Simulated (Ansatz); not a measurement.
```yaml
crystal:
  periodic: [false, false, false]
  atoms:
    - {symbol: Si, position_ang: [-1.050288, -0.071451, -0.554816]}
    - {symbol: P, position_ang: [0.912010, 0.029888, 0.516295]}
    - {symbol: H, position_ang: [-1.645289, 1.098203, 0.168187]}
    - {symbol: H, position_ang: [1.381134, 0.980636, -0.380681]}
    - {symbol: H, position_ang: [1.503783, -1.006355, -0.193594]}
basis:
  gaussian: {orbitals: def2-TZVP}
hamiltonian: {xc: pbe0}
relax: {f_tol: 0.004, max_steps: 80}
```

```sh
$ ansatz run in.yaml --threads 1 --pin off --events-out ev --progress --plain --max-ram 2176MiB
```

Steps of the relaxation (energy above the last step; positions in Å, forces in eV/Å):

```
5
step 1, 229.9 meV
Si   -1.050   -0.071   -0.555   -0.326   -0.641   -0.337
P     0.912    0.030    0.516   -0.215   -0.116    0.903
H    -1.645    1.098    0.168    0.067    0.522    0.131
H     1.381    0.981   -0.381    0.177    0.797   -0.356
H     1.504   -1.006   -0.194    0.298   -0.561   -0.341
```

```
5
step 2, 111.1 meV
Si   -1.100   -0.174   -0.529   -0.094    0.228    0.356
P     0.891   -0.009    0.524   -0.189   -0.106   -0.089
H    -1.491    1.172    0.118    0.038   -0.130   -0.264
H     1.273    1.060   -0.331    0.010    0.107    0.079
H     1.529   -1.018   -0.226    0.235   -0.100   -0.081
```

```
5
step 3, 108.2 meV
Si   -1.177   -0.220   -0.436    0.028    0.525    0.287
P     0.878   -0.093    0.508    0.055    0.473   -0.647
H    -1.449    1.274    0.020    0.204   -0.737   -0.193
H     1.198    1.085   -0.266    0.035   -0.394    0.416
H     1.652   -1.014   -0.271   -0.322    0.133    0.136
```

```
5
step 7, 11.6 meV
Si   -1.253   -0.267   -0.317    0.233   -0.049    0.053
P     0.845   -0.056    0.408   -0.215    0.112   -0.153
H    -1.460    1.222   -0.081    0.003    0.029    0.035
H     1.363    1.138   -0.148    0.004   -0.070    0.048
H     1.606   -1.005   -0.308   -0.025   -0.022    0.017
```

```
5
step 11, 0.0 meV
Si   -1.285   -0.283   -0.298    0.006   -0.001    0.001
P     0.793   -0.035    0.293    0.006    0.016   -0.007
H    -1.468    1.212   -0.065   -0.003    0.002    0.000
H     1.430    1.156   -0.112   -0.007   -0.012    0.006
H     1.631   -1.020   -0.263   -0.001   -0.005    0.000
```

```
5
step 13, 0.0 meV
Si   -1.285   -0.283   -0.297    0.001    0.002    0.002
P     0.793   -0.033    0.290    0.000   -0.002   -0.002
H    -1.471    1.212   -0.065   -0.001    0.001   -0.001
H     1.433    1.156   -0.111   -0.002   -0.002    0.001
H     1.630   -1.021   -0.262    0.002    0.001    0.000
```

Close pairs at the end: P2–H5 1.408 Å, P2–H4 1.409 Å, Si1–H3 1.524 Å, Si1–P2 2.174 Å.

A stationary point of restricted PBE0 after 13 steps (its stability towards spin polarisation wasn't tested); no frequencies were run, so it isn't proven a minimum. 13 s on 1 thread of Intel Xeon 6975P-C, shared host.
